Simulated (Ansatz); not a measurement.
`C[Si]O` + H₂S → `C[Si]S` + H₂O  (ligand exchange at the Si–O bond)

Calculated with Ansatz (gas phase, PBE0-D4/def2-TZVP geometries, no zero-point term in ΔE). CBS: MP2 limit from def2 TZ/QZ plus the TZ coupled-cluster correction, frozen cores. This one scheme is used for every species. Functionals use def2-TZVPP. One conformer a species, not always the lowest.

`C[Si]O`:

Cartesian coordinates in Å:
```
C -0.019 -0.352 -0.763
Si 1.263 0.420 0.417
O 0.290 0.825 1.694
H -0.514 -1.206 -0.284
H 0.429 -0.700 -1.697
H -0.797 0.381 -1.013
H -0.651 0.632 1.646
```

H₂S:

Z-matrix (Å, degrees):
```
S
H 1 1.341
H 1 1.341 2 92.3
```

`C[Si]S`:

```xyz
7

C    -1.016    0.352   -0.109
Si    0.124   -1.030    0.525
S     1.939   -0.151   -0.163
H    -0.649    0.921   -0.965
H    -1.155    1.054    0.725
H    -2.006   -0.052   -0.340
H     2.763   -1.093    0.327
```

H₂O:

Z-matrix (Å, degrees):
```
O
H 1 0.960
H 1 0.960 2 105.1
```

| level | ΔE (kcal/mol) | difference from CCSD(T)/CBS |
| --- | --- | --- |
| PBE-D4 | 1.2 | -2.0 |
| revPBE-D4 | 0.8 | -2.4 |
| BLYP-D4 | 4.1 | 0.9 |
| r2SCAN-D4 | 2.8 | -0.4 |
| PBE0-D4 | 1.5 | -1.7 |
| LC-ωPBE | 4.9 | 1.7 |
| CCSD/def2-SVP | 5.1 | 1.9 |
| HF/def2-TZVPP | 7.4 | 4.2 |
| MP2/def2-TZVPP | 3.5 | 0.3 |
| MP2/def2-QZVPP | 2.8 | -0.4 |
| CCSD(T)/CBS | 3.2 | 0 |

Largest T1 diagnostic among the species: 0.014.

The D4 term adds −1.2 kcal/mol with B3LYP and −0.6 kcal/mol with PBE0; it sums over pairs of atoms, weighted by their polarisabilities, and B3LYP, whose exchange is more repulsive, gets the larger term. In def2-TZVPP, CCSD(T) changes the Hartree–Fock value by −2.9 kcal/mol (the triples alone add −0.8 kcal/mol) and MP2 by −3.9 kcal/mol.

B3LYP here is the variant with VWN-RPA as its local correlation; programs differ in this.
